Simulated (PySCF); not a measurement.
## Structure from NMR data

Molecular formula: C$_{3}$H$_{2}$F$_{2}$O. Simulated spectra:

¹H NMR (500 MHz, computed): δ 9.88 (ddd, J = 3.4, 2.6, 1.1 Hz, 1H), 7.53 (ddd, J = 74.8, 3.4, 2.4 Hz, 1H).

¹³C{¹H} NMR (computed): δ 188.3 (CH, dd, J = 43.6, 4.2 Hz), 158.2 (C, dd, J = 311.2, 20.6 Hz), 157.5 (CH, dd, J = 372.0, 63.2 Hz).

[PySCF 2.14: geometry from GFN2-xTB; J couplings at B3LYP/pcJ-1; shielding tensors at PBE0/pcSseg-1 (GIAO); no solvent; one conformer; no relativistic terms]

Chemical shifts δ = σref − σ; ¹H (31.72 ppm) and ¹³C (186.93 ppm) vs TMS, all at this level.

Propose a structure and justify it.

Answers


1. The formula gives 2 degrees of unsaturation (no ring in the answer).
2. 3 carbon signals for 3 carbons: no two carbons are equivalent.
3. Carbon types of the structure: 1 × C, 2 × CH, which accounts for all hydrogens.
4. δC 188.3: aldehyde carbonyl carbon; the double bond to the heteroatom, with no lone-pair donor beside it, deshields it most.
5. δC 158.2: α carbon of a C=C–C=O unit; an sp2 carbon of a C=C bond.
6. δC 157.5: β carbon of a C=C–C=O unit; conjugation with the carbonyl draws π density from the β position.
7. δH 9.88: hydrogen on an aldehyde carbonyl carbon; deshielded by the polar, anisotropic C=O bond.
8. δH 7.53: hydrogen on a β carbon of a C=C–C=O unit; olefinic region.

The compound is `O=C/C(F)=C\F`.

This is the structure that produced the data.

Common functionals overestimate the size of one-bond C–F couplings by tens of Hz; these are unscaled. Splittings below 1 Hz are ignored in the labels, and close J values are merged. Shifts are as computed. Against solution values, carbons near 30 ppm lie about +3 ppm off and those near 130 ppm about +5 ppm. Of 1211 compounds with measured shifts, 218 miss one by over three times the rms of a fit or turn the order of signals round; such compounds aren't used in these exercises.
